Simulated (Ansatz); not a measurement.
Here is an Ansatz input file for C₃H₅NO, SMILES N=C1CCO1. Write the same calculation for the Python package.

```yaml
crystal:
  periodic: [false, false, false]
  atoms:
    - { symbol: "N", position_ang: [-1.9136, 0.0942, -0.7951] }
    - { symbol: C, position_ang: [-0.7849, 0.137, -0.3273] }
    - { symbol: C, position_ang: [0.1543, -0.9008, 0.1126] }
    - { symbol: C, position_ang: [1.1358, 0.3391, 0.4092] }
    - { symbol: O, position_ang: [-0.0061, 1.195, -0.0896] }
    - { symbol: H, position_ang: [-2.2247, 1.1342, -0.9704] }
    - { symbol: H, position_ang: [-0.1133, -1.4634, 1.0056] }
    - { symbol: H, position_ang: [0.5783, -1.543, -0.676] }
    - { symbol: H, position_ang: [1.9681, 0.4391, -0.1557] }
    - { symbol: H, position_ang: [1.2892, 0.5175, 1.4898] }
basis:
  gaussian: { orbitals: cc-pVDZ }
correlation:
  method: ccsd
output:
  forces: true
```

The program run on that file:
```console
$ ansatz run input.yaml --threads 1 --pin off --max-ram 4096MiB --backend cpu --events-out ev --progress --plain --runs-dir out
Engine: ansatz 0.2.0, aarch64-unknown-linux-gnu
Functional definition: HF
  exchange = exact_x
  correlation = 0
874 factors; integrals over basis functions are off by at most 1.3e-3 eV
mean field evaluation 1: about -6684.7259 eV, gradient 3.5e1 eV
mean field evaluation 2: about -6684.9735 eV, gradient 3.6e1 eV
mean field evaluation 4: about -6688.0706 eV, gradient 4.0e0 eV
mean field evaluation 8: about -6688.1365 eV, gradient 2.0e-1 eV
mean field evaluation 16: about -6687.8483 eV, gradient 1.3e0 eV
mean field -6688.13676522 eV, -245.7844927398 hartree, gradient 9.2e-6 eV, S^2 0.000000; 0 other end points of the search recorded, 0 dependent functions left out
5 core orbitals not correlated: weight in the atoms' cores, before any rotation towards them, 1.000 or more for the frozen orbitals, at most 0.000 for the correlated occupied ones
reference -6688.13676522 eV, -245.7844927398 hartree; 14, 14 occupied and 76, 76 virtual orbitals, 874 factors
second order -20.28495409 eV of doubles, -0.00000000 eV of singles
cycle   1  -20.60211202 eV  change   -3.2e-1 eV  update   1.1e-1
cycle   2  -21.15434028 eV  change   -5.5e-1 eV  update   3.3e-2
cycle   3  -21.30458000 eV  change   -1.5e-1 eV  update   1.8e-2
cycle   4  -21.29923059 eV  change    5.3e-3 eV  update   4.3e-3
cycle   5  -21.29870231 eV  change    5.3e-4 eV  update   2.0e-3
cycle   6  -21.29939923 eV  change   -7.0e-4 eV  update   5.9e-4
cycle   7  -21.29900665 eV  change    3.9e-4 eV  update   2.4e-4
cycle   8  -21.29889556 eV  change    1.1e-4 eV  update   8.7e-5
cycle   9  -21.29891215 eV  change   -1.7e-5 eV  update   3.4e-5
cycle  10  -21.29890632 eV  change    5.8e-6 eV  update   1.2e-5
cycle  11  -21.29890671 eV  change   -3.9e-7 eV  update   3.9e-6
the calculation of the forces begins
Total energy: -6709.43567193 eV, -246.5672131246 hartree
Atom 0 at    -1.913600     0.094200    -0.795100 Å, force    -4.424217     2.055124    -1.773381 eV/Å
Atom 1 at    -0.784900     0.137000    -0.327300 Å, force     1.618608    -0.213516     0.554154 eV/Å
Atom 2 at     0.154300    -0.900800     0.112600 Å, force     2.833043    -0.268381     0.419725 eV/Å
Atom 3 at     1.135800     0.339100     0.409200 Å, force    -5.501399    -0.909159     2.185321 eV/Å
Atom 4 at    -0.006100     1.195000    -0.089600 Å, force     2.140419     1.492242     0.640800 eV/Å
Atom 5 at    -2.224700     1.134200    -0.970400 Å, force     0.537543    -2.180686     0.266566 eV/Å
Atom 6 at    -0.113300    -1.463400     1.005600 Å, force    -0.212586    -0.327978     0.186906 eV/Å
Atom 7 at     0.578300    -1.543000    -0.676000 Å, force    -0.374023    -0.211563     0.005917 eV/Å
Atom 8 at     1.968100     0.439100    -0.155700 Å, force     3.197928     0.438924    -2.249450 eV/Å
Atom 9 at     1.289200     0.517500     1.489800 Å, force     0.184684     0.124993    -0.236558 eV/Å
Dipole moment:     0.553700    -0.077589     0.225570 e Å
```

`energy_c3h5no.py`
```python
# -*- coding: utf-8 -*-
"""Single point of C3H5NO in a Gaussian basis."""

import warnings

import ansatz as az
import numpy as np
import pandas as pd

warnings.simplefilter("ignore", az.DeckWarning)

geometry_ang = [
    ("N", (-1.9136, 0.0942, -0.7951)),
    ("C", (-0.7849, 0.137, -0.3273)),
    ("C", (0.1543, -0.9008, 0.1126)),
    ("C", (1.1358, 0.3391, 0.4092)),
    ("O", (-0.0061, 1.195, -0.0896)),
    ("H", (-2.2247, 1.1342, -0.9704)),
    ("H", (-0.1133, -1.4634, 1.0056)),
    ("H", (0.5783, -1.543, -0.676)),
    ("H", (1.9681, 0.4391, -0.1557)),
    ("H", (1.2892, 0.5175, 1.4898)),
]
system = az.Crystal.molecule()
for symbol, xyz in geometry_ang:
    system = system.atom(symbol, xyz)

calculation = (
    system.calculation()
    .basis(gaussian="cc-pVDZ")  # atom-centred Gaussian functions
    .correlation("ccsd")  # correlation on top of the mean field
    .forces()
)
res = calculation.run(threads=1)
data = res.report

print("reference energy %16.6f eV" % data["reference_energy_ev"])
print("total energy     %16.6f eV" % data["free_energy_ev"])
print("occupied orbitals outside the frozen core (up, down):", data["n_occupied"], " frozen:", data["n_frozen"], " virtual:", data["n_virtual"])

parts = data["correlation"]
for name in ("random_phase", "coupled_cluster", "perturbative"):
    if name in parts:
        print(f"{name:16s} {parts[name]['energy']['hartree']:12.7f} Ha")
if "second_order" in parts:
    pair = parts["second_order"]
    print(f"MP2 same spin {pair['same_spin']['hartree']:.7f} Ha, opposite spin {pair['opposite_spin']['hartree']:.7f} Ha")

field = data["mean_field"]
print("<S^2> =", round(abs(field["state"]["spin_squared"]), 4), " all-electron relativity setting:", field["relativity"])
print("passes:", field["passes"])
if "symmetry" in field:
    print("occupied orbitals by irrep:", field["symmetry"]["occupied"])

symbols = [site.symbol for site in system.cartesian_sites]
forces = np.array(data["forces_ev_ang"])
print("largest force", round(float(np.linalg.norm(forces, axis=1).max()), 4), "eV/A, rms", round(float(np.sqrt((forces ** 2).mean())), 4))

charges = data["charge_distribution"]
table = pd.DataFrame({"atom": symbols, "mulliken": charges["mulliken_charges_e"], "lowdin": charges["lowdin_charges_e"]})
print(table.round(3).to_string())
print("dipole (e A):", np.round(charges["dipole_moment_e_ang"], 4) + 0.0)
```

```console
$ python energy_c3h5no.py
reference energy     -6688.136765 eV
total energy         -6709.435672 eV
occupied orbitals outside the frozen core (up, down): [14, 14]  frozen: 5  virtual: [76, 76]
coupled_cluster    -0.7827204 Ha
MP2 same spin -0.1909225 Ha, opposite spin -0.5545358 Ha
<S^2> = 0.0  all-electron relativity setting: none
passes: {'evaluations': 21, 'products': 39}
occupied orbitals by irrep: [{'A': 19}, {'A': 19}]
largest force 5.989 eV/A, rms 1.8471
  atom  mulliken  lowdin
0    N    -0.247   0.115
1    C     0.167  -0.483
2    C    -0.104   0.020
3    C     0.169   0.069
4    O    -0.321   0.221
5    H     0.106   0.035
6    H     0.067   0.023
7    H     0.070   0.028
8    H     0.036  -0.034
9    H     0.057   0.006
dipole (e A): [ 0.5537 -0.0776  0.2256]
```

Notes:
- Total energies depend on the basis set; only differences at equal settings carry meaning.
- The geometry is a force-field or estimated start, not a minimum of this method, and the basis set is short of its limit.
- The Löwdin charges here are taken after orthogonalising the functions within each atom; they differ from plain Löwdin charges, and their signs can be unphysical.
- S² is that of the Hartree-Fock reference.
- Run time: 21 s on 1 thread of Arm Neoverse V1, on a shared host, peak memory 0.58 GiB.

(Lines on the test bed's own set-up are left out of the output.)
